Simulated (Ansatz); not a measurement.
Ideal-gas functions of `ClC(Cl)C(Cl)Cl` at 298.15 K and 1 bar, from an Ansatz frequency run at PBE0-D4/def2-TZVP.

Molar mass 167.85 g/mol, point group C2h (symmetry number 2), electronic degeneracy 1, moments of inertia 303.842, 379.502, 667.846 u Å². Harmonic wavenumbers (cm⁻¹, unscaled): 57, 166, 226, 296, 302, 320, 372, 741, 780, 785, 831, 1069, 1203, 1221, 1230, 1333, 3144, 3158.

Use S(trans) = R[1.5 ln M + 2.5 ln T − 1.1517]; rotational temperatures θ = 24.2544 K / I; S(rot) = R[ln(√π/σ · √(T³/θAθBθC)) + 1.5]; for each mode x = 1.438777 ν̃/T, S = R[x/(eˣ − 1) − ln(1 − e⁻ˣ)] and H = RT x/(eˣ − 1); 1 cm⁻¹ = 0.0119627 kJ/mol; R = 8.31446 J/(mol·K).

**Question.** By hand: the entropy, in J/(mol·K).

**Answer.** Translation 172.7. Rotation: θ = 0.0798, 0.0639, 0.0363 K, giving 118.3. Vibration, mode by mode: 19.07, 10.38, 7.99, 6.02, 5.88, 5.48, 4.48, 1.09, 0.94, 0.92, 0.77, 0.30, 0.17, 0.16, 0.15, 0.10, 0.00, 0.00, in all 63.9. Electronic 0.0. Sum 354.9 J/(mol·K).

**Question.** By hand: H − E and G − E in kJ/mol, counted from the electronic energy.

**Answer.** Zero-point energy ½ × 17234 × 0.0119627 = 103.1; thermal vibration 10.4; translation, rotation and pV give 4 RT = 9.9. H − E = 123.4 kJ/mol, and G − E = 123.4 − 298.15 × 354.9/1000 = 17.6 kJ/mol.

Vibration gives 18 % of the entropy, 19.1 J/(mol·K) of it from the mode under 150 cm⁻¹: soft modes count most, and the harmonic formula is weakest for them. The sum counts one conformer and one mirror image; others add a mixing term.
